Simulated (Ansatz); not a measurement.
System: chalcopyrite CdSnAs₂. Method: PBEsol-D3(BJ) (plane waves, PAW; Ansatz, an electronic-structure program).

Numerical settings: plane-wave cutoff 520 eV, 8×8×8 k mesh, Fermi–Dirac smearing 0.01 eV, scalar-relativistic PAW data made under PBE.

Shape and atoms are relaxed at each volume.

Pressure at four volumes; x = ln(V/27.048 Å³). One pressure is withheld.

| V (Å³/atom) | x | P (GPa) |
|---|---|---|
| 25.966 | -0.0408 | ? |
| 26.507 | -0.0202 | 1.26 |
| 27.048 | 0.0000 | -0.01 |
| 28.130 | 0.0392 | -2.15 |

Pass a parabola P(x) through the three rows shown, estimate the bulk modulus and its pressure derivative near zero pressure, and predict the withheld pressure.

Slopes between the rows: (-0.01 − (1.26))/(0.0000 − (-0.0202)) = -62.87 and (-2.15 − (-0.01))/(0.0392 − (0.0000)) = -54.59 GPa. Their difference over the span 0.0594 is c = 8.28/0.0594 = 139.4 GPa, so P(x) = 1.26 + (-62.87)(x − (-0.0202)) + 139.4 (x − (-0.0202))(x − (0.0000)). At the middle row B = −dP/dx = −[-62.87 + 139.4 × 0.0202] = 60.1 GPa, and B′ = dB/dP = 2c/B = 4.6. At x = -0.0408 the parabola gives 2.67 GPa; the run gives 2.69 GPa. The Birch–Murnaghan fit to the energies at all volumes has B0 = 60.0 GPa and B′ = 4.7.

Note: the relaxation could not lower the start's symmetry, so the cell can be a saddle point above a distorted one; the bulk modulus comes from volumes at which shape and atoms were relaxed.

Spin–orbit coupling is not included.
